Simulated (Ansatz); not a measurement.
Computed with Ansatz on PBE0-D4/def2-TZVP structures; ΔE is electronic, products minus reactants. CBS: MP2 limit from def2 TZ/QZ plus the TZ coupled-cluster correction, frozen cores. This one scheme is used for every species, atoms too. Functionals use def2-TZVPP. HSE06 is defined as in plane-wave codes. No spin–orbit coupling; open shells (•) take unrestricted orbitals. Spin–orbit coupling would lower the free atoms: a little for C, F, O.

Consider the atomization: `F[C@@H]1O[C@H]1F` → 2 C• + 2 F• + 2 H• + O•.

(1) What is ΔE at CCSD(T)/CBS? (Estimate.)

(2) What do these levels give: BLYP-D4, r2SCAN-D4, r2SCAN0-D4, B2PLYP, PBE, r2SCANh, r2SCAN0, HSE06, BHLYP, SCS-MP2/def2-TZVPP, CCSD(T)/def2-TZVPP, SCS-MP2/def2-QZVPP? (Estimate.)

(3) What do rigid-rotor, harmonic-oscillator terms from PBE0-D4/def2-TZVP frequencies (298.15 K, 1 bar) make of the CCSD(T)/CBS value? (An estimate is asked.)

Largest T1 diagnostic among the species: 0.013.

Answers

(1) Computed: +676.4 kcal/mol.

(2) Computed: BLYP-D4 683.3, r2SCAN-D4 684.0, r2SCAN0-D4 661.2, B2PLYP 670.0, PBE 711.7, r2SCANh 674.1, r2SCAN0 660.6, HSE06 684.2, BHLYP 633.0, SCS-MP2/def2-TZVPP 670.1, CCSD(T)/def2-TZVPP 656.6, SCS-MP2/def2-QZVPP 682.8 kcal/mol.

(3) Computed: ΔZPE = -26.8 kcal/mol, ΔH = +656.7 kcal/mol, ΔS = 748 J/(mol·K), ΔG = +603.4 kcal/mol. Open shells count their whole term as degenerate.

From BLYP to BHLYP (50 % exact exchange), in def2-TZVPP and without D4, ΔE moves by −45.3 kcal/mol: exact exchange takes away binding that semilocal exchange gives to molecules. The D4 term adds +3.5 kcal/mol with B3LYP and +1.8 kcal/mol with PBE0; it sums over pairs of atoms, weighted by their polarisabilities, and B3LYP, whose exchange is more repulsive, gets the larger term.

B3LYP here is the variant with VWN-RPA as its local correlation; programs differ in this.

For atomizations the MP2-based limit and the directly extrapolated one differ by several kJ/mol either way, and by 10 to 25 for some Ge, Se and Sn compounds, so smaller differences from it don't rank the levels.
